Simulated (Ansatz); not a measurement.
Coupled-cluster diagnostics for B2C⁻, Ansatz.

Geometry of the doublet (PBE0-D4/def2-TZVPD):

```csv
atom,x (Å),y (Å),z (Å)
B1,0.326,-0.629,-0.631
B2,-0.564,0.761,-0.047
C3,0.239,-0.132,0.678
```

Correlated methods freeze 3 core orbitals. In CCSD on the charge -1 doublet the largest single amplitude is 0.20, so its Hartree–Fock determinant may place the open shell otherwise than the density functionals do. At PBE0-D4/def2-TZVPD a triplet of charge 0 lies 0.07 eV below the restricted singlet at the same geometry. The structure comes from a short search, and lower isomers may exist.

Geometry of the charge -1 quartet (PBE0-D4/def2-TZVPD):

```csv
atom,x (Å),y (Å),z (Å)
B1,-0.0615,-0.9151,0.1239
B2,-0.6490,0.6396,0.1620
C3,0.7105,0.2755,-0.2859
```

Estimate the CCSD(T) correlation energy, the shares of MP2 and (T), T1 and the reference's ⟨S²⟩ for: charge -1, doublet, own geometry in def2-TZVPPD; charge -1, quartet, own geometry in def2-TZVPPD; charge 0, singlet, vertical in def2-TZVPPD; and the rough time on 4 threads of Arm Neoverse V2 on a shared host.


```tsv
state	basis	correlation (eV)	MP2 share (%)	(T) share (%)	T1	⟨S²⟩ (pure)	wall time	remarks
charge -1, doublet, own geometry	def2-TZVPPD	-10.060	87.5	7.5	0.067	1.08 (0.75)	2.6 s	large T1 (0.067), spin-contaminated (⟨S²⟩ 1.08)
charge -1, quartet, own geometry	def2-TZVPPD	-9.187	88.7	7.0	0.030	3.78 (3.75)	2.3 s	–
charge 0, singlet, vertical	def2-TZVPPD	-11.136	91.5	9.0	0.033	0.00 (0.00)	2.8 s	large T1 (0.033), restricted SCF unstable
```
Customary marks for T1 are 0.02 (closed shells), 0.045 (open shells) and about 0.05 (3d metals). T1 exceeds 0.02 in 3 of 3 rows and 0.045 in 1; the higher it lies, the less the single-reference result can be trusted.
